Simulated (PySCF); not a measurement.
# One shape, several levels: BH3S (SMILES BS)

Aim: a comparison of 6 runs (B3LYP/STO-6G, r2SCAN/STO-6G, wB97X-V/STO-6G, MP2/STO-6G, BCCD(T)/STO-6G, UCCSD(T)/STO-6G) of BH3S. 

The results are computed with PySCF 2.14.0.

3 further runs of the same task are left out: 3 set aside as unsound or not needed.

## 1. The molecule

The species is BH3S (5 atoms), meant as a singlet with charge 0. As SMILES, `BS`. The B1–H3 distance was set to 2.145 Å, away from the relaxed value. At this shape a bond of the SMILES string is far longer than usual.

Bond lengths: B1–S2 1.765 Å, B1–H4 1.190 Å, S2–H5 1.344 Å. Angles: B1–S2–H5 99.2°, S2–B1–H4 121.4°.

## 2. The energy at B3LYP/STO-6G (run 1)

input.xyz

```xyz
5

B      0.544505    -0.312684    -0.052775
S      1.098305     1.345216    -0.295175
H     -1.562900    -0.556400     0.264200
H      1.303705    -1.229284    -0.066675
H      2.412705     1.112716    -0.454475
```

run.py

```python
from pyscf import gto, dft

molecule = gto.M(
    atom='input.xyz',
    verbose=4,
    basis='sto-6g',
    max_memory=1860,
)

mf = dft.RKS(molecule, xc='b3lyp')
mf.grids.level = 5
mf.conv_tol = 1e-10
mf.kernel()
if not mf.converged:
    mf = mf.newton().run(mf.mo_coeff, mf.mo_occ)

e_final = mf.e_tot
print(f'total energy: {e_final:.8f} hartree')
```

The run is started by

```
$ OMP_NUM_THREADS=1 python run.py
```

Log:

```text
PySCF version 2.14.0

[... 71 lines left out ...]
converged SCF energy = -423.242104160908
total energy: -423.24210416 hartree
```

Run time: 2.8 s. Hardware: 1 thread of Arm Neoverse V2, shared host; peak memory 0.19 GiB.

## 3. A single-point energy at r2SCAN/STO-6G (run 2)

job.py

```python
from pyscf import gto, dft

mol = gto.Mole()
mol.atom = '''
B      0.544505    -0.312684    -0.052775
S      1.098305     1.345216    -0.295175
H     -1.562900    -0.556400     0.264200
H      1.303705    -1.229284    -0.066675
H      2.412705     1.112716    -0.454475
'''
mol.max_memory = 1860
mol.verbose = 3
mol.spin = 0
mol.basis = 'sto-6g'
mol.build()

mf = dft.RKS(mol, xc='r2scan')
mf.conv_tol = 1e-10
mf.grids.level = 5
mf.kernel()
if not mf.converged:
    mf = mf.newton().run(mf.mo_coeff, mf.mo_occ)

etot = mf.e_tot
print('Final energy', etot)
```

The run is started by

```
$ OMP_NUM_THREADS=1 python job.py
```

Log:

```text
converged SCF energy = -423.201508041139
Final energy -423.2015080411393
```

Wall time 3.9 s (1 thread of Arm Neoverse V2, shared host); peak memory 0.19 GiB.

Runs 3 to 5 aren't shown in full; the table further down has their settings and results.

## 4. The energy at UCCSD(T)/STO-6G (run 6)

run.py

```python
from pyscf import gto, cc

mol = gto.Mole()
mol.atom = '''
B      1.028965    -0.590887    -0.099730
S      2.075496     2.542090    -0.557800
H     -2.953453    -1.051444     0.499266
H      2.463645    -2.323010    -0.125997
H      4.559352     2.102728    -0.858833
'''
mol.unit = 'bohr'
mol.max_memory = 1860
mol.charge = 0
mol.verbose = 3
mol.basis = 'sto-6g'
mol.spin = 0
mol.build()

calc0 = mol.UHF()
calc0.conv_tol = 1e-10
calc0.kernel()
if not calc0.converged:
    calc0 = calc0.newton().run(calc0.mo_coeff, calc0.mo_occ)
for _ in range(3):
    mo, _, stable, _ = calc0.stability(return_status=True)
    if stable:
        break
    calc0.kernel(calc0.make_rdm1(mo, calc0.mo_occ))

mycc = cc.CCSD(calc0, frozen=6)
mycc.kernel()
e_t = mycc.ccsd_t()
energy = mycc.e_tot + e_t
print('Final energy', energy)
```

The run is started by

```
$ OMP_NUM_THREADS=1 python run.py
```

Log:

```text
converged SCF energy = -422.331819859581  <S^2> = 1.3447021e-11  2S+1 = 1
<class 'pyscf.scf.uhf.UHF'> wavefunction has an internal instability
converged SCF energy = -422.380443880376  <S^2> = 0.74353219  2S+1 = 1.9935217
<class 'pyscf.scf.uhf.UHF'> wavefunction is stable in the internal stability analysis
E(UCCSD) = -422.4900101289747  E_corr = -0.1095662485983046
UCCSD(T) correction = -0.00361617786484698
Final energy -422.4936263068396
```

Wall time 1.1 s (1 thread of Arm Neoverse V2, shared host); peak memory 0.12 GiB.

## 5. All runs side by side

| run | level | nlc grid | integration grid | energy (Eh) | dipole moment (D) of the reference | HOMO energy (eV) | LUMO energy (eV) | wall time |
| --- | --- | --- | --- | --- | --- | --- | --- | --- |
| 1 | B3LYP/STO-6G | – | 5 | -423.242104 | 2.21 | -4.55 | 1.77 | 2.8 s |
| 2 | r2SCAN/STO-6G | – | 5 | -423.201508 | 2.30 | -3.84 | 1.23 | 3.9 s |
| 3 | wB97X-V/STO-6G | 1 | 5 | -423.159310 | 2.11 | -7.06 | 4.53 | 16 s |
| 4 | MP2/STO-6G | – | – | -422.438062 | 1.95 | -7.11 | 6.23 | 0.78 s |
| 5 | BCCD(T)/STO-6G | – | – | -422.494689 | – | – | – | 1.1 s |
| 6 | UCCSD(T)/STO-6G | – | – | -422.493626 | 0.95 | -8.15 | 6.63 | 1.1 s |

## 6. Outcome

| quantity | value |
| --- | --- |
| run 6: total energy | -422.49363 Eh |
| run 6: dipole moment (Hartree–Fock density) | 0.95 D |
| run 6: HOMO energy (Hartree–Fock orbitals) | -8.15 eV |
| run 6: LUMO energy (Hartree–Fock orbitals) | 6.63 eV |
| run 6: HOMO–LUMO gap (Hartree–Fock orbitals) | 14.78 eV |
| run 6: correlation energy (6 core orbitals frozen) | -113.2 mEh |
| run 6: (T) correction | -3.62 mEh |
| run 6: ⟨S²⟩ of the reference determinant | 0.744 |
| run 6: T1 diagnostic | 0.086 |

What this shows: Over runs 1, 2, 3 the dipole moment (its size) runs from 2.11 D (wB97X-V/STO-6G) to 2.30 D (r2SCAN/STO-6G). Over runs 1, 2, 3 the HOMO–LUMO gap runs from 5.06 eV (r2SCAN/STO-6G) to 11.60 eV (wB97X-V/STO-6G). Totals of different functionals can't be ranked against each other. In runs 1, 2, 3, 4, 5, 6 the basis is minimal, so the values are rough. Spin contamination of the reference: run 6 ⟨S²⟩ = 0.74. Where it is this large, the reference is a mixture of spin states, and values that rest on it are in doubt. All runs together took 26 s, the longest 16 s.
